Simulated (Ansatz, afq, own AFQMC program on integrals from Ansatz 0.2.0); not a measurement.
**BH4, doublet: energetics from AFQMC and coupled cluster**

```tsv
atom	x (Å)	y (Å)	z (Å)
B	0.0000	0.0000	0.0000
H	0.4147	0.8125	0.8107
H	-0.4243	-0.8077	0.8105
H	-0.4128	0.8086	-0.8154
H	0.4225	-0.8134	-0.8057
```

Geometry: a PBE0/def2-TZVP stationary point, not shown to be a minimum. Basis cc-pVTZ. Only valence electrons are correlated. Ansatz 0.2.0 and our own AFQMC program on the same integrals; the CISD trial comes from CCSD amplitudes, and released means the phaseless constraint is let go. Uncertainties: one standard error, sampling alone.

Best estimates are CCSD(T) at the basis-set limit (def2-TZVPP/QZVPP) plus the step from CCSD(T) to the highest rung at hand in cc-pVTZ, named in the table (released AFQMC can keep some 10 meV of bias). No zero-point, core-correlation or spin–orbit terms. Other levels are in cc-pVTZ; a dash marks a level that is missing or breaks spin symmetry for a member.

Cautions: BH₄ (doublet): the released energies are still falling, so no released level is given (meV from the phaseless value at times in 1/Eh: -5 ± 3 at 0.24, -5 ± 3 at 0.50, -10 ± 3 at 1.00, -11 ± 3 at 1.50), though the last usable value meets CCSDT(Q) within the noise; BH₄⁺ (triplet): lower spins were not checked, the released energies have errors that jump between times, so the bars are unsure, so no released level is given (meV from the phaseless value at times in 1/Eh: -4.1 ± 2.0 at 0.24, -9.3 ± 2.3 at 0.50, -8 ± 5 at 1.00, -15.5 ± 1.4 at 1.50), though the last usable value meets CCSDT(Q) within the noise, the ph-AFQMC/HF walk drifts between its halves (2.4 errors), its ph-AFQMC/CISD value lies 18.2 ± 2.0 meV above CCSDT(Q); row 1: this needn't be the first ionization.

| process | r2SCAN (kcal/mol) |
| --- | --- |
| to charge +1, triplet (vertical) | 298.4 |
| to free atoms | 304.9 |

(1) From these values, estimate the best estimates.

(1) 
```
                         process  best estimate (kcal/mol)  highest rung
to charge +1, triplet (vertical)                     300.7      CCSDT(Q)
                   to free atoms                     291.0      CCSDT(Q)
```

Errors against the best estimates in kcal/mol, in the same order:

```
        level    error, 1    error, 2
          MP2        -4.2       -11.1
      CCSD(T)        -1.6        -5.7
ph-AFQMC/CISD  -1.3 ± 0.1  -5.5 ± 0.1
  CCSD(T)/CBS        -0.1        -0.3
          PBE        -3.5        10.9
       r2SCAN        -2.3        13.9
         PBE0        -2.9         6.5
        B3LYP        -0.4        11.1
      wB97M-V        -0.7         6.4
       B2PLYP        -2.0         3.4
```

Cost at the first geometry (cards were shared with other jobs): PBE0/cc-pVTZ, 0.94 s on 1 thread of AMD EPYC 7R13 Processor (Zen 3), on a shared host; UCCSD(T)/cc-pVTZ, 11 s on 1 × NVIDIA H100 80GB HBM3 with 1 thread of AMD EPYC 7R13 Processor (Zen 3) (shared host); CCSDT(Q), 24 s on 1 × NVIDIA H100 80GB HBM3 with 1 thread of AMD EPYC 7R13 Processor (Zen 3) (shared host); ph-AFQMC/CISD with release, 64 s on 1 × NVIDIA H100 80GB HBM3 with 2 threads of AMD EPYC 7R13 Processor (Zen 3) (shared host).

Best estimates are given only where the step beyond CCSD(T) is under 0.3 eV and no member's determinant is very poor (T1 over 0.05, or 0.07 for open shells, ⟨S²⟩ too high by 0.3, two states mixed), so the hardest cases are missing from such tables.

The functionals ran in a triple-zeta set and keep a basis error of their own, a few kJ/mol for each bond in atomization energies and more for double hybrids, so close places among them and the extrapolated levels can swap.

CCSDT and higher add their correlation energy to the determinant of the CCSD(T) run, since their own runs factorise the integrals more tightly (a shift of under 2 meV). Each member of a difference takes its own highest rung, so a best estimate needn't equal the limit plus the step of one row. A walk keeps the symmetry of its determinant, which the program's search chose and which needn't be the lowest solution, so a lower state of the same spin and another symmetry isn't excluded.
